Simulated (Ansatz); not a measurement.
# CH2LiS radical (SMILES [Li][CH]S): one structure at several levels

The task here is to estimate one member of a computed series from the others.

Computed with Ansatz 0.2.0, Gaussian basis. Level: single points in def2-TZVPP.

Correlated methods freeze the cores. The outer core shell of Li, Na, Mg and K is correlated. Orbitals are unrestricted.

## Where the work starts

SMILES `[Li][CH]S`, 5 atoms, charge 0, spin multiplicity 2.

Atoms are counted from 1 here; the program's logs count them from 0.

Bond lengths: Li1–C2 1.964 Å, C2–S3 1.974 Å, C2–H4 1.060 Å, S3–H5 1.425 Å. Angles: Li1–C2–S3 110.0°, Li1–C2–H4 145.1°, S3–C2–H4 102.7°, C2–S3–H5 99.0°.

Coordinates:

```xyz
5

Li   -1.78780   -1.35150   -0.36310
C    -0.34980   -0.28080    0.43790
S     0.51210    0.83200   -0.94560
H     0.32040   -0.19700    1.25460
H     1.47030    1.50000   -0.12870
```

Set-up of the first run:

Contents of run/in.yaml:

```yaml
crystal:
  periodic: [false, false, false]
  atoms:
    - {symbol: Li, position_ang: [-1.787800, -1.351500, -0.363100]}
    - {symbol: C, position_ang: [-0.349800, -0.280800, 0.437900]}
    - {symbol: S, position_ang: [0.512100, 0.832000, -0.945600]}
    - {symbol: H, position_ang: [0.320400, -0.197000, 1.254600]}
    - {symbol: H, position_ang: [1.470300, 1.500000, -0.128700]}
basis:
  gaussian: {orbitals: def2-TZVPP}
magnetization: {spin_polarized: true, initial_magnetization: 1}
correlation: {method: ccsd_t}
scf: {omitted_lower_state_checks: [cluster_reference]}
output: {forces: true}
```

The command line of these runs was not kept.

Among the steps run: CCSD(T)/def2-TZVPP; PBE0-D4/def2-TZVPP; wB97M-V/def2-TZVPP; r2SCAN-D4/def2-TZVPP; PBE-D4/def2-TZVPP; SPW92/def2-TZVPP; wB97X-V/def2-TZVPP.

One table of the session follows, with a row left open; its other results are not shown here.

```
   method  RMS force component (eV/Å)  angle to CCSD(T) forces (°)  dipole (D)
  CCSD(T)                       1.127                    reference        6.07
  PBE0-D4                           ?                            ?           ?
  wB97M-V                       1.183                          3.7        5.95
r2SCAN-D4                       1.129                          2.6        6.02
   PBE-D4                       1.142                          9.1        5.64
    SPW92                       1.284                         12.5        5.47
  wB97X-V                       1.241                          3.0        6.02
```

Q: Estimate the row for PBE0-D4 from the others.

**Answer.** RMS force component (eV/Å): 1.202; angle to CCSD(T) forces (°): 3.8; dipole (D): 5.96. In the column «RMS force component (eV/Å)» it lies between wB97M-V (1.183) and wB97X-V (1.241).
